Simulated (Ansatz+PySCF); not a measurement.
A calculation with PySCF 2.14.0.

```python
from pyscf import gto, scf, cc

mol = gto.M(atom="""
C 0.000000 0.000000 0.000000
F 0.474200 0.632270 1.368890
""", basis='sto-3g', charge=0, spin=1)
mf = scf.UHF(mol)
mf.kernel()
mycc = cc.CCSD(mf, frozen=2).run()
et = mycc.ccsd_t()
print(mf.e_tot, mycc.e_corr, et, mycc.e_tot + et)
```

The script is written out from the run's settings.

Output:

```yaml
Converged: yes
Reference_energy: -135.24491 hartree
CCSD_correlation_energy: -0.08542 hartree
Triples_correction: -0.00733 hartree
Total_energy: -135.33767 hartree
Spin_squared_of_the_determinant: 0.785
```

Caution: large amplitudes, a single reference is doubtful.
